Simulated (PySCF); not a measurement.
## Structure from NMR data

An unknown has the formula C₄H₆O. Its calculated NMR data are:

¹H NMR (400 MHz, computed): δ 8.77 (d, J = 7.7 Hz, 1H), 1.56 (m, 1H), 0.94 (m, 2H), 0.89 (m, 2H).

¹³C{¹H} NMR (computed): δ 206.0 (CH), 25.6 (CH), 7.2 (CH2, 2C).

All values are calculated (PySCF 2.14): J: B3LYP/pcJ-2 (without the spin–dipole term), geometry: PBE0-D3(BJ)/def2-TZVP, B97-2/pcSseg-2 with gauge-including orbitals. Non-relativistic, one conformer, no solvent model, one averaged value for each set of equivalent atoms.

Shifts are taken against calculated references (same method and geometry level): ¹H (σ = 31.64 ppm) and ¹³C (σ = 185.38 ppm) against TMS.

Question: What is the structure?

Answer: 
Rings plus π bonds: 2 (1 ring in the answer). 3 carbon signals for 4 carbons: some carbons are equivalent by symmetry or fast rotation. Carbon types of the structure: 2 × CH, 2 × CH2, which accounts for all hydrogens. δC 206.0: aldehyde carbonyl carbon; low-lying n→π* states of the double bond to the heteroatom give a large paramagnetic term (-268 ppm). δC 25.6, 7.2: three-membered-ring carbon; carbons of three-membered rings are unusually shielded. δH 8.77: hydrogen on an aldehyde carbonyl carbon. δH 1.56, 0.94, 0.89: hydrogen on a three-membered-ring carbon; cyclopropane-type protons are shielded by the ring.

The compound is SMILES O=CC1CC1.

This is the structure that produced the data.

Multiplet labels drop couplings under 1 Hz and merge nearly equal ones. Couplings among chemically equivalent protons are left out too, so labels in AA′BB′ or AA′XX′ sets are apparent multiplicities. Shifts are as computed. Against solution values, carbons near 30 ppm lie about +3 ppm off and those near 130 ppm about +7 ppm. Of 1309 compounds with measured shifts, 239 miss one by over three times the rms of a fit or turn the order of signals round; such compounds aren't used in these exercises. Couplings across =CH–CH2 type bonds come from one rotamer and its mirror image, and can be 1–2 Hz further off. 3J across rotatable bonds or in flexible rings reflects this conformer alone.
